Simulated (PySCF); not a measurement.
C₂H₂F₂O.
Structure used (GFN2-xTB), in Å, numbered top down from 1:
```
atom  x, y, z in Å
O1     1.669    0.212    0.855
C2     0.914   -0.061   -0.024
C3    -0.614    0.072    0.094
F4    -1.182   -1.133   -0.140
F5    -1.061    0.908   -0.872
H6     1.227   -0.436   -1.013
H7    -0.950    0.443    1.073
```

Computed with TDDFT PBE0/def2-SVPD, vertical, gas phase, core orbitals frozen in the response (PySCF 2.14.0, density-fitted response routines).

Problem. List the vertical singlet excitations with oscillator strengths and describe the spectrum.

Solution. 

```json
{"state": "S1", "E (eV)": "4.07", "λ (nm)": "304.8", "ν̃ (cm⁻¹)": "32810", "f": "0.0000", "symmetry": "–", "main configurations (H = HOMO, L = LUMO)": "H→L (99%)"}
{"state": "S2", "E (eV)": "7.44", "λ (nm)": "166.6", "ν̃ (cm⁻¹)": "60030", "f": "0.0001", "symmetry": "–", "main configurations (H = HOMO, L = LUMO)": "H-1→L (97%)"}
{"state": "S3", "E (eV)": "8.26", "λ (nm)": "150.1", "ν̃ (cm⁻¹)": "66610", "f": "0.018", "symmetry": "A′", "main configurations (H = HOMO, L = LUMO)": "H→L+2 (64%), H→L+1 (31%)"}
{"state": "S4", "E (eV)": "8.36", "λ (nm)": "148.4", "ν̃ (cm⁻¹)": "67410", "f": "0.055", "symmetry": "A′", "main configurations (H = HOMO, L = LUMO)": "H→L+1 (67%), H→L+2 (31%)"}
{"state": "S5", "E (eV)": "8.80", "λ (nm)": "141.0", "ν̃ (cm⁻¹)": "70940", "f": "0.024", "symmetry": "A′", "main configurations (H = HOMO, L = LUMO)": "H-2→L (51%), H-3→L (47%)"}
{"state": "S6", "E (eV)": "8.95", "λ (nm)": "138.6", "ν̃ (cm⁻¹)": "72160", "f": "0.073", "symmetry": "A′", "main configurations (H = HOMO, L = LUMO)": "H→L+3 (92%)"}
{"state": "S7", "E (eV)": "9.03", "λ (nm)": "137.3", "ν̃ (cm⁻¹)": "72840", "f": "0.0021", "symmetry": "A″", "main configurations (H = HOMO, L = LUMO)": "H-4→L (77%), H-6→L (20%)"}
{"state": "S8", "E (eV)": "9.26", "λ (nm)": "133.9", "ν̃ (cm⁻¹)": "74660", "f": "0.0007", "symmetry": "–", "main configurations (H = HOMO, L = LUMO)": "H→L+4 (96%)"}
```

Triplets (Tamm–Dancoff): T1 3.37 eV, H→L (98%); T2 5.99 eV, H-2→L (65%), H-3→L (24%), H-5→L (8%); T3 7.04 eV, H-1→L (89%).

The lowest singlet lies at 4.07 eV (305 nm, ultraviolet) and is dark (f under 0.0005); its leading configuration is HOMO→LUMO (99%). The most intense listed level is S6 at 8.95 eV (139 nm, f = 0.073), 4.88 eV above S1. S1 has the pattern of n→π* at C=O. Orbital energies (eV): HOMO-3 -12.49, HOMO-2 -12.06, HOMO-1 -11.25, HOMO -8.50, LUMO -2.03, LUMO+1 0.97, LUMO+2 1.14. The oscillator strengths of these states sum to 0.173; summed over the whole spectrum of an exact calculation they would give the number of electrons, 40 (Thomas–Reiche–Kuhn). Weighted by f, the mean energy of these states is 8.67 eV. Symmetry labels in Cs follow from the direction of the transition dipole and are given only for states with f of 0.002 or more. The window holds the lowest 8 singlets.

One conformer stands for the species.
